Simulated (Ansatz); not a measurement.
**Pulling the pair apart**

The pair of HCl (SMILES Cl, atoms 1–2) and CH3F (SMILES CF, atoms 3–7), both closed shells, in one local arrangement (a lower one may exist), relaxed at PBE0-D4/def2-TZVP:

Cl1  (-0.566, -0.186, -2.766)
H2  (-0.017, 0.411, -1.765)
C3  (0.093, -0.092, 0.952)
F4  (0.550, 0.844, 0.034)
H5  (-0.509, 0.424, 1.701)
H6  (0.957, -0.568, 1.419)
H7  (-0.509, -0.833, 0.425)
(Å)

CH3F is shifted rigidly along the line between the mean atom positions of the two fragments (negative: closer). Counterpoise interaction energies in kJ/mol. Ansatz 0.2.0; basis: def2-TZVPPD; cores frozen in the correlated methods. B3LYP uses VWN-RPA correlation.

| shift (Å) | B3LYP-D4 | wB97M-V | r2SCAN-D4 |
| --- | --- | --- | --- |
| -0.32 | -8.6 | -8.2 | -11.8 |
| -0.16 | -14.1 | -13.6 | -16.0 |
| 0.00 | -15.6 | -15.2 | -16.7 |
| 0.16 | -15.2 | -14.8 | -15.8 |
| 0.38 | -13.2 | -12.9 | -13.4 |
| 0.80 | -8.9 | -8.9 | -9.0 |
| 1.59 | -4.1 | -4.3 | -4.2 |
| 3.19 | -1.3 | -1.4 | -1.3 |

Question: What does CCSD(T) give at these shifts? (Judge from chemistry; the value comes from the calculation.)

Answer: Computed: -4.9, -11.2, -13.5, -13.7, -12.3, -8.8, -4.2, -1.4 kJ/mol. For zero shift, CCSD(T) at an estimated basis limit (MP2 extrapolated from triple and quadruple zeta, plus CCSD(T) − MP2 in triple zeta) gives -15.6 kJ/mol. These are counterpoise interaction energies, counted from the two frozen fragments.

The T1 diagnostic stays at or below 0.010.

For scale, one of the runs: CCSD(T)/def2-TZVPPD, 196 basis functions, launched by `ansatz run in.yaml --threads 2 --pin off --events-out ev --progress --plain --max-ram 5222MiB`. The run took 57 s on 2 CPU threads of an Arm Neoverse V2 (shared host), with 2.3 GiB of host memory at its peak.
